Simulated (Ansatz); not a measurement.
Consider the isomerisation: `NCOC=O` → `NC(=O)CO`.

Isolated molecules relaxed with PBE0-D4/def2-TZVP in Ansatz; ΔE leaves out vibrations. CCSD(T)/CBS adds triple-zeta CCSD(T) − MP2 to the extrapolated MP2 energy (def2 sets, frozen cores). Functionals use def2-TZVPP. B3LYP here is the variant with VWN-RPA as its local correlation; programs differ in this. One conformer a species, not always the lowest.

| level | ΔE (kJ/mol) | difference from CCSD(T)/CBS |
| --- | --- | --- |
| PBE-D4 | -30.8 | -0.2 |
| r2SCAN-D4 | -31.0 | -0.4 |
| B3LYP-D4 | -30.2 | 0.4 |
| ωB97M-V | -31.4 | -0.8 |
| B2PLYP | -27.6 | 3.0 |
| PBE | -29.8 | 0.8 |
| r2SCAN | -30.8 | -0.2 |
| PBE0 | -33.9 | -3.3 |
| HF/def2-TZVPP | -26.6 | 4.0 |
| MP2/def2-TZVPP | -29.3 | 1.3 |
| HF/def2-QZVPP | -26.4 | 4.2 |
| MP2/def2-QZVPP | -31.6 | -1.0 |
| SCS-MP2/def2-QZVPP | -27.9 | 2.7 |
| HF/CBS(def2) | -26.4 | 4.2 |
| MP2/CBS(def2) | -33.4 | -2.8 |
| CCSD/CBS(def2) | -32.0 | -1.4 |
| CCSD(T)/CBS | -30.6 | 0 |

Largest T1 diagnostic among the species: 0.015.

From PBE to PBE0 (25 % exact exchange), in def2-TZVPP and without D4, ΔE moves by −4.1 kJ/mol.
